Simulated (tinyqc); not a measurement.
Ways to converge the cycle: SCF convergence aids in the sto-3g basis, for H2F+, spin multiplicity 1. Computed by the program tinyqc with PySCF. RHF with one setting changed at a time; a run stops when the energy changes by less than 1e-09 hartree and the error matrix is below 1e-5. The start is the core Hamiltonian. Damping d keeps d of the old density; a shift (hartree) raises the virtual levels; DIIS n extrapolates F over n matrices.

Geometry (angstrom):

| atom | x | y | z |
|---|---|---|---|
| F | 0.0000 | 0.0000 | 0.0000 |
| H | 0.0000 | 0.8490 | 0.6820 |
| H | 0.0000 | -0.8490 | 0.6820 |

lowest restricted solution found by these runs and by PySCF = -98.839115 hartree

Largest element of the error matrix X^T (FDS - SDF) X:

| iteration | plain | damping 0.3 | damping 0.6 | shift 0.4 | DIIS 3 | DIIS 8 |
|---|---|---|---|---|---|---|
| 1 | 4.9e-01 | 4.9e-01 | 4.9e-01 | 4.9e-01 | 4.9e-01 | 4.9e-01 |
| 2 | 6.2e-02 | 1.7e-01 | 3.4e-01 | 2.8e-01 | 6.2e-02 | 6.2e-02 |
| 3 | 1.8e-02 | 6.7e-02 | 2.2e-01 | 5.4e-02 | 1.9e-02 | 1.9e-02 |
| 4 | 4.3e-03 | 2.7e-02 | 1.4e-01 | 8.1e-03 | 4.4e-03 | 4.4e-03 |
| 5 | 1.5e-03 | 1.2e-02 | 8.3e-02 | 2.6e-03 | 1.1e-03 | 1.3e-03 |
| 6 | 7.5e-04 | 5.0e-03 | 5.2e-02 | 1.2e-03 | 3.6e-04 | 1.7e-04 |
| 8 | 1.7e-04 | 1.1e-03 | 2.2e-02 | 4.1e-04 | 4.6e-06 | 4.8e-09 |
| 10 | 3.7e-05 | 3.7e-04 | 9.8e-03 | 1.6e-04 | - | - |
| 14 | - | 6.3e-05 | 2.0e-03 | 2.4e-05 | - | - |
| 20 | - | 4.1e-06 | 2.4e-04 | - | - | - |
| 30 | - | - | 2.2e-05 | - | - | - |

How each run ends:

| run | iterations | E (hartree) | state |
|---|---|---|---|
| plain | 12 | -98.83911 | lowest found |
| damping 0.3 | 20 | -98.83911 | lowest found |
| damping 0.6 | 42 | -98.83911 | lowest found |
| shift 0.4 | 16 | -98.83911 | lowest found |
| DIIS 3 | 9 | -98.83911 | lowest found |
| DIIS 8 | 8 | -98.83911 | lowest found |

What does the comparison show, and why?

6 of 6 runs reach the lowest restricted solution found, in 8 to 42 iterations (fastest: DIIS 8). Plain steps already contract here, so damping only slows them. DIIS 3 and DIIS 8 gain by cancelling the error over several earlier matrices, much as a quasi-Newton step does.
